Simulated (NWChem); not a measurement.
# Basis-set convergence for water (H2O)

```xyz
3

O      0.0000     0.0000    -0.1202
H      0.7570     0.0000     0.4809
H     -0.7570     0.0000     0.4809
```
Charge 0, spin multiplicity 1.

Program: NWChem. The geometry was optimised at B3LYP/def2-SVP, a minimum by its harmonic frequencies.

Quantity: LUMO energy at the level PBE0.

The Pople sets run with spherical d functions.

| basis | functions | LUMO energy (eV) |
|---|---|---|
| 6-31+G* | 22 | 1.19 |
| cc-pVDZ | 24 | 1.85 |
| pcseg-1 | 24 | 1.32 |
| 6-311G** | 30 | 1.23 |
| def2-SVPD | 39 | 0.31 |
| aug-pcseg-1 | 41 | -0.37 |
| aug-cc-pVDZ | 41 | -0.35 |
| def2-TZVP | 43 | 0.81 |
| cc-pVQZ | 115 | 0.69 |
| def2-QZVP | 117 | 0.46 |

Smallest basis within 0.1 eV of def2-QZVP, the largest set run: no smaller one. def2-QZVP isn't the basis-set limit itself, and a small set can land close by cancellation.

This LUMO lies above zero in the largest set, so its value hangs on the diffuse functions.
